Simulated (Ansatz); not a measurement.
Two isomers of C3H6N2: A = `C=NC(C)=N`, B = `C#CNCN`.

Calculated with Ansatz (gas phase, PBE0-D4/def2-TZVP geometries, no zero-point term in ΔE). CCSD(T)/CBS is the MP2 limit (def2-TZVPP, def2-QZVPP) plus CCSD(T) − MP2 in def2-TZVPP, frozen cores. Functionals use def2-TZVPP. B3LYP here is the variant with VWN-RPA as its local correlation; programs differ in this. One conformer a species, not always the lowest.

A:

Z-matrix (Å, degrees):
```
C
C 1 1.493
H 1 1.088 2 109.5
H 1 1.092 2 110.0 3 121.0
H 1 1.094 2 110.4 3 -121.0
N 2 1.404 1 113.8 3 -176.3
N 2 1.268 1 121.5 3 -0.5
C 6 1.259 2 120.1 1 -112.2
H 7 1.020 2 110.6 1 -178.3
H 8 1.096 6 123.1 2 2.0
H 8 1.089 6 119.3 2 -177.9
```

B:

```xyz
11

C    -1.506    2.141    0.769
C    -0.864    1.123    0.729
N    -0.191   -0.031    0.634
C     0.491   -0.324   -0.639
N     0.881   -1.688   -0.784
H    -2.080    3.033    0.818
H     0.368   -0.249    1.448
H    -0.215   -0.053   -1.425
H     1.379    0.307   -0.762
H     1.635   -1.945   -0.161
H     0.102   -2.315   -0.628
```

(1) Which isomer does CCSD(T)/CBS put lower? Give the gap. (An estimate is asked.)

(2) Give E(B) − E(A) in kcal/mol with PBE-D4, r2SCAN-D4, CCSD(T)/def2-TZVPP, B3LYP-D4, ωB97M-V, CCSD/def2-TZVPP, B3LYP. (An estimate is asked.)

Largest T1 diagnostic: 0.013.

Results:

(1) Ansatz gave: A, by 29.8 kcal/mol.

(2) Computed: PBE-D4 31.8, r2SCAN-D4 32.1, CCSD(T)/def2-TZVPP 31.4, B3LYP-D4 31.1, ωB97M-V 29.9, CCSD/def2-TZVPP 30.5, B3LYP 30.3. None reverses the order clearly.

The D4 term adds +0.8 kcal/mol with B3LYP and +0.4 kcal/mol with PBE0; it sums over pairs of atoms, weighted by their polarisabilities, and B3LYP, whose exchange is more repulsive, gets the larger term. From PBE to PBE0 (25 % exact exchange), in def2-TZVPP and without D4, E(B) − E(A) moves by −1.4 kcal/mol.
